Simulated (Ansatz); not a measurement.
Molecular dynamics, step by step

CH₄Cl₂ (SMILES Cl.CCl), closed shell, PBE0-D4/def2-SVP (Ansatz 0.2.0). Settings (timestep in fs, temperature in K; T counts 15 degrees of freedom):

```yaml
hamiltonian: {xc: pbe0, dispersion: d4}
md: {n_steps: 30, timestep: 0.5, temperature: 100, ensemble: nvt_nose_hoover, seed: 380, initial_velocities: maxwell_boltzmann}
```

Start (the SMILES describes the start alone):

```xyz
7
angstrom
Cl -0.0538 -0.6789 -2.5943
H 0.2350 0.4439 -3.1352
C -0.0417 -0.0009 1.0089
Cl 0.0262 0.5904 2.6806
H -0.8103 0.5508 0.4736
H -0.2830 -1.0611 1.0237
H 0.9276 0.1562 0.5427
```

| step | time (fs) | potential energy less the start (meV) | kinetic energy (meV) | T (K) |
| --- | --- | --- | --- | --- |
| 0 | 0.00 | 0.0 | 64.6 | 100 |
| 2 | 1.00 | 12.4 | 52.5 | 81 |
| 4 | 2.00 | 24.2 | 40.9 | 63 |
| 6 | 3.00 | 22.3 | 42.7 | 66 |
| 8 | 4.00 | 12.0 | 52.7 | 82 |
| 10 | 5.00 | 9.2 | 55.5 | 86 |
| 12 | 6.00 | 17.8 | 47.1 | 73 |
| 14 | 7.00 | 27.6 | 37.5 | 58 |
| 16 | 8.00 | 27.6 | 37.6 | 58 |
| 18 | 9.00 | 16.7 | 48.3 | 75 |
| 20 | 10.00 | 4.1 | 60.7 | 94 |
| 22 | 11.00 | 1.6 | 63.2 | 98 |
| 24 | 12.00 | 11.8 | 53.3 | 82 |
| 26 | 13.00 | 23.2 | 42.1 | 65 |
| 28 | 14.00 | 22.6 | 42.7 | 66 |
| 30 | 15.00 | 13.4 | 51.6 | 80 |

Step 6, positions (Å) and forces (eV/Å):

```
atom       x       y       z      Fx      Fy      Fz
 Cl1  -0.053  -0.676  -2.591  -0.297  -1.052   0.559
  H2   0.251   0.401  -3.151   0.296   1.054  -0.533
  C3  -0.049   0.000   1.006  -0.120  -0.426   0.313
 Cl4   0.028   0.590   2.678   0.020   0.066   0.147
  H5  -0.854   0.532   0.491   0.073   0.057  -0.206
  H6  -0.274  -1.078   1.032   0.001   0.167  -0.066
  H7   0.926   0.148   0.538   0.026   0.134  -0.214
```

Step 14, positions (Å) and forces (eV/Å):

| atom | x | y | z | Fx | Fy | Fz |
| --- | --- | --- | --- | --- | --- | --- |
| Cl1 | -0.052 | -0.676 | -2.584 | 0.282 | 0.896 | -0.503 |
| H2 | 0.297 | 0.433 | -3.215 | -0.284 | -0.896 | 0.526 |
| C3 | -0.061 | -0.002 | 1.005 | 0.029 | -0.175 | -0.124 |
| Cl4 | 0.031 | 0.589 | 2.674 | 0.026 | 0.075 | 0.107 |
| H5 | -0.896 | 0.510 | 0.491 | 0.416 | -0.091 | -0.001 |
| H6 | -0.263 | -1.082 | 1.034 | -0.030 | 0.067 | -0.037 |
| H7 | 0.917 | 0.153 | 0.509 | -0.438 | 0.125 | 0.030 |

Step 26, positions (Å) and forces (eV/Å):

```
atom       x       y       z      Fx      Fy      Fz
 Cl1  -0.050  -0.670  -2.577  -0.386  -1.054   0.677
  H2   0.318   0.335  -3.222   0.383   1.054  -0.657
  C3  -0.077  -0.010   1.004  -0.079  -0.248   0.050
 Cl4   0.036   0.589   2.670   0.007   0.051  -0.069
  H5  -0.897   0.478   0.475  -0.260   0.140   0.017
  H6  -0.256  -1.093   1.029   0.029   0.032  -0.021
  H7   0.842   0.198   0.457   0.306   0.025   0.003
```

Last step (30):

Cl1  (-0.050, -0.669, -2.574)
H2  (0.336, 0.333, -3.243)
C3  (-0.083, -0.013, 1.004)
Cl4  (0.038, 0.590, 2.668)
H5  (-0.911, 0.479, 0.466)
H6  (-0.255, -1.104, 1.026)
H7  (0.834, 0.219, 0.437)
(Å)

Hardware: 2 CPU threads, shared host. Wall time about 27 s.
